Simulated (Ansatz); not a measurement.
## CH5NSi, SMILES C=N[SiH3]: a search for lower mean-field states, step by step

With the Python package of Ansatz (0.2.0).

At the Python prompt:
```pycon
>>> import ansatz as az
>>> import numpy as np
>>> geometry_ang = [
...     ("C", [-0.8372, 0.4809, -1.0172]),
...     ("N", [-0.6071, -0.5955, -0.4596]),
...     ("Si", [0.5915, -0.5317, 0.7574]),
...     ("H", [-1.5834, 0.5554, -1.8202]),
...     ("H", [-0.4116, 1.492, -0.815]),
...     ("H", [0.1745, 0.426, 1.821]),
...     ("H", [1.8941, -0.0114, 0.1574]),
...     ("H", [0.8713, -1.8728, 1.3205]),
... ]
>>> system = az.Crystal.molecule()
>>> for symbol, xyz in geometry_ang:
...     system = system.atom(symbol, xyz)
...
>>> symbols = [site.symbol for site in system.cartesian_sites]
>>> start = np.array([site.position_ang for site in system.cartesian_sites])
>>> for factor in [1.0, 1.3]:
...     xyz = (start - start.mean(axis=0)) * factor
...     scaled = az.Crystal.molecule()
...     for symbol, place in zip(symbols, xyz):
...         scaled = scaled.atom(symbol, place.tolist())
...     base = scaled.calculation()
...     base = base.basis(gaussian="6-31G*")
...     base = base.functional("hf").accuracy("high")
...     base = base.spin("collinear")
...     for search in ("off", "standard"):
...         try:
...             r = base.scf(lower_state_search=search).run().report
...         except az.AnsatzError as error:
...             print(f"x{factor} search {search}: {type(error).__name__}")
...             continue
...         state = r["mean_field"]["state"]
...         print(f"all distances x{factor}, search {search:8s} E = {r['free_energy_ev']:.5f} eV  <S^2> = {abs(state['spin_squared']):.3f}  other states met: {len(r['mean_field']['others'])}")
...
all distances x1.0, search off      E = -10452.29013 eV  <S^2> = 0.000  other states met: 0
all distances x1.0, search standard E = -10452.29013 eV  <S^2> = 0.000  other states met: 0
all distances x1.3, search off      E = -10441.40733 eV  <S^2> = 0.000  other states met: 0
all distances x1.3, search standard E = -10442.65187 eV  <S^2> = 1.084  other states met: 4
```

Caveats:
- These settings explore the input space; basis and method may be short of convergence.
- The count of other states can hold repeated and symmetry-equivalent ends of the search; scaling all distances is a test, and for more than two atoms no physical path.
- The geometry comes from a force field and isn't relaxed at this level.
- The expectation value of S² is noticeably off S(S+1) in at least one run, so that state is spin-contaminated.
- Run time: 6.6 s on 1 thread of Arm Neoverse V2, with other jobs on the host, peak memory 0.25 GiB.
